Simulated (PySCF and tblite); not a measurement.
Values are calculated unless marked as measured or tabulated.
System: C6H11 (charge +1), numbered as in [CH3:1][C+:2]1[CH2:3][CH2:4][CH2:5][CH2:6]1.

Motion: shift of H on C1 from C1 to C2. GFN2-xTB gives an electronic barrier of 36.8 kcal/mol and a reaction energy of 16.0 kcal/mol.

The ion is treated without a counter-ion.

**Question.** What does PBE0/pcSseg-1 + D3(BJ), IEF-PCM dichloromethane give on PBE0-D3(BJ)/def2-SVP geometries?

**Answer.** A barrier of 34.4 kcal/mol, 2.3 below the tight-binding barrier (from unrounded values), a reaction energy of 14.1 kcal/mol and, with GFN2-xTB thermal terms, ΔG‡(298 K) = 34.8 kcal/mol and k = 2×10⁻¹³ s⁻¹ (1 equivalent path).

**Question.** And the level of the geometries itself, PBE0-D3(BJ)/def2-SVP?

**Answer.** 37.3 kcal/mol.

Programs: tblite and PySCF.
